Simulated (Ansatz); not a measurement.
System: CdCl2 (R-3m, No. 166). Method: PBE0 in Ansatz (plane waves, PAW).

Run with plane-wave cutoff 460 eV, 8×8×8 k mesh, Fermi–Dirac smearing 0.01 eV, scalar-relativistic PAW data made under PBE.

Cell (relaxed with PBEsol):

```cif
data_CdCl2
_chemical_formula_sum 'Cd1 Cl2'
_space_group_name_H-M_alt 'P 1'
_space_group_IT_number 1
_cell_length_a 6.62565
_cell_length_b 6.62565
_cell_length_c 6.62565
_cell_angle_alpha 33.515
_cell_angle_beta 33.515
_cell_angle_gamma 33.515
loop_
_space_group_symop_operation_xyz
  'x, y, z'
loop_
_atom_site_label
_atom_site_type_symbol
_atom_site_fract_x
_atom_site_fract_y
_atom_site_fract_z
_atom_site_occupancy
Cd1 Cd 0.00000 0.00000 0.00000 1
Cl1 Cl 0.74277 0.74277 0.74277 1
Cl2 Cl 0.25723 0.25723 0.25723 1
```

Task: What does this level give for the band gap and smallest direct gap on the k points sampled?

Result: 
- band gap = 5.86 eV (on the SCF k mesh)
- smallest direct gap on the k points sampled = 5.92 eV

Measured, for comparison: band gap 5.7 eV (temperature not stated, no zero-point or thermal correction, compiled measured gap; kind and temperature not stated; as tabulated in Kothakonda et al. (2022), arXiv:2208.02841).

Note: cell and atoms aren't relaxed at this level (pressure 1.4 GPa); the cell has widely spaced layers and the level no dispersion term, so their spacing and the moduli can rest on weak binding.

Spin–orbit coupling is not included.

Static lattice: no zero-point or thermal effects.

Ansatz is an electronic-structure program.
